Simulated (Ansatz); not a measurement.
A made-up structure of CH$_{2}$OSi, singlet:

```
5
angstrom
C -1.0173 0.6992 0.4846
Si 0.3136 -0.2835 0.5144
O 1.3032 -0.8936 -0.6296
H -1.7199 1.1443 1.1761
H 1.1354 -1.2967 1.0751
```

It is relaxed with PBE-D4/def2-SVP and then PBE0-D4/def2-TZVP (Ansatz 0.2.0). Atoms count as bonded within 1.22 times the sum of their covalent radii (H–H: 0.88 Å). The end point is not checked to be a true minimum.

Problem. Does its bonding change? (Judge from chemistry; the calculation decides.)

Solution. The calculation gives: Yes. Formed: C1–H5; broken: Si2–H5.

Where it ends: The first stage lowers the energy by 4.39 eV in 21 steps. It ends as CH₂OSi ([CH2][Si][O]):
```
atom    x (Å)    y (Å)    z (Å)
  C1  -0.4946   0.0206   1.0749
 Si2   0.6117  -0.3026  -0.1449
  O3   1.6137  -0.5884  -1.2374
  H4  -1.1221   0.8996   1.0179
  H5  -0.5938  -0.6594   1.9100
```

Labels in which every atom is bracketed show which atoms are joined, not bond orders.

For scale, one of the runs: PBE0-D4/def2-TZVP relaxation, 111 basis functions, launched by `ansatz run in.yaml --threads 2 --pin off --events-out ev --progress --plain --max-ram 4352MiB`. The run took about 13 s on 2 CPU threads of an Arm Neoverse V2 (shared host).
